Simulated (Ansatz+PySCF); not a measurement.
## singlet CS: levels of theory in one basis

```xyz
2

C     0.0000    0.0000   -1.6747
S     0.0000    0.0000    0.6280
```

Basis set: cc-pVDZ (spherical functions). Left uncorrelated: 6 orbitals. Charge 0, multiplicity 1.

Computed with Ansatz (development build ahead of 0.2.0); each method stands on the lowest determinant of its kind that the runs found. NEVPT2 correlates all electrons. Active spaces start from the frontier orbitals, and the lowest solution found is given.

```tsv
method	E − E(RHF) (eV)	<S²> of the determinant
RHF	0.00	0.00
UHF	-2.37	1.45
RHF-MP2	-6.35	–
RHF-CCSD(T)	-9.63	–
RHF-CCSDT(Q)	-11.04	–
CASSCF(10,8)	-4.74	–
CASSCF(2,2)	-1.90	–
SC-NEVPT2(10,8)	-8.67	–
SC-NEVPT2(2,2)	-7.62	–
```

Q: What does RHF-CCSD give on the same scale?

A: -8.20 eV.

Q: Is a single determinant a sound starting point here?

A: It is doubtful. Unrestricted orbitals lower Hartree–Fock by 2.37 eV and <S²> is 1.45 where a pure state has 0.00, a sign of strong static correlation. The CASSCF(10,8) natural occupations are 2.00, 1.96, 1.86, 1.79, 1.79, 0.23, 0.23, 0.15. The CASSCF(2,2) natural occupations are 1.43, 0.57.

Caution for RHF, RHF-MP2, RHF-CCSD, RHF-CCSD(T), RHF-CCSDT(Q): an unrestricted determinant lies well below. Caution for UHF: the unrestricted determinant is a mixture of spin states. Caution for RHF-MP2, RHF-CCSD, RHF-CCSD(T), RHF-CCSDT(Q): large share of triples, a single reference is doubtful. Caution for RHF-CCSD(T): the program doubts this total.
